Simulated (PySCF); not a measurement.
Estimate the missing entries of this data sheet.

Compound: protonated hydrogen cyanide Ion, CH2N (charge +1).
SMILES: `C#[NH+]`

| property | level | value |
| --- | --- | --- |
| point group of the GFN2-xTB geometry | GFN2-xTB | ? |
| rotational constant B (linear) of the GFN2-xTB geometry | GFN2-xTB | ? |
| HOMO energy | wB97X-D/def2-SVPD | ? |
| LUMO energy | wB97X-D/def2-SVPD | -6.20 eV |
| lowest singlet excitation | TDDFT wB97X-D/def2-SVPD | ? |
| strongest line among the 8 lowest singlet transitions | TDDFT wB97X-D/def2-SVPD | S6 at 13.64 eV (91 nm, f = 0.862) |
| lowest triplet excitation (Tamm–Dancoff) | TDA wB97X-D/def2-SVPD | ? |
| static isotropic polarisability | wB97X-D/def2-SVPD | ? |
| electronic spatial extent ⟨r²⟩ about the centre of nuclear charge | wB97X-D/def2-SVPD | ? |

Electronic properties: PySCF, gas phase, density fitting.

(1) The lowest singlet excitation?

(2) The static isotropic polarisability?

(3) The electronic spatial extent ⟨r²⟩ about the centre of nuclear charge?

(4) The lowest triplet excitation (Tamm–Dancoff)?

(5) What is the HOMO energy?

(6) The rotational constant B (linear) of the GFN2-xTB geometry?

(7) The point group of the GFN2-xTB geometry?

Answers

(1) 8.53 eV (145 nm, f = 0.000).

(2) 12.9 au.

(3) 48 bohr².

(4) 6.97 eV.

(5) -21.66 eV.

(6) 37.323 GHz.

(7) C∞v.

The principal polarisabilities are 9.7, 9.7 and 19.3 au; their mean is the isotropic value. No computed singlet falls in the visible range (750 to 380 nm, 1.65 to 3.26 eV); S1 lies 5.27 eV above its blue end. In wavenumbers S1 is 68800 cm⁻¹ (1 eV = 8065.54 cm⁻¹). The polarisability is 1.91 Å³ as a volume (1 au = 0.148185 Å³), or 0.92 au for each of the 14 electrons.
